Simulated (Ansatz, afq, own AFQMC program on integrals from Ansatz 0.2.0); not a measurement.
**Where AFQMC and coupled cluster stand for CHSi, doublet**

```xyz
3

Si    0.0000    0.0000    0.2768
C     0.0000    0.0000   -2.0532
H     0.0000    0.0000    1.7764
```

Connectivity, by distances: SiH–C.

Basis 6-31G. Noble-gas cores (and the filled d shells of Ga–Kr and In–Xe) are frozen. Ansatz 0.2.0 and our own AFQMC program on the same integrals; the CISD trial comes from CCSD amplitudes, and released means the phaseless constraint is let go. Error bars are statistical, one sigma.

Determinant: UHF, the one that the program's search chose, which needn't be the lowest solution. The geometry is a point of a scan.

Full CI on the same integrals is exact in this basis and with this determinant's frozen core.

Cautions: strong correlation (T1 0.097, weight of the determinant 0.68, largest double 0.26); unrestricted determinant spin contaminated (⟨S²⟩ 1.77 against 0.75); CCSD(T) is in doubt: in a space of 9 electrons in 8 natural orbitals full CI lies 128 meV below it; the released energies are still falling, so no released level is given (meV from the phaseless value at times in 1/Eh: -25 ± 8 at 0.24, -32 ± 8 at 0.51, -52 ± 12 at 0.99, -81 ± 9 at 1.62, -86 ± 13 at 2.40).

The T1 diagnostic is 0.0969. The weight of the determinant in the CISD state is 0.678. The ⟨S²⟩ of the determinant is 1.766 and the size of the correlated space is 9 electrons in 18 orbitals.

Reference: full CI, correlation energy -3.433 eV. The cautions show a poor starting determinant, so the rows tell how each method copes with it here, and full CI is the sure value.

```tsv
level	E − E(reference) (kcal/mol)	share of correlation (%)
HF	79.17	0.00
MP2	36.29	54.16
CCSD	9.74	87.70
CCSD(T)	5.63	92.89
CCSDT	2.21	97.21
CCSDT(Q)	0.96	98.78
CCSDTQ	0.55	99.31
ph-AFQMC/HF	4.77 ± 0.50	93.98
ph-AFQMC/CISD	3.74 ± 0.22	95.28
```

CCSDT and higher add their correlation energy to the determinant of the CCSD(T) run, since their own runs factorise the integrals more tightly (a shift of under 2 meV). A walk keeps the symmetry of its determinant, which the program's search chose and which needn't be the lowest solution, so a lower state of the same spin and another symmetry isn't excluded.
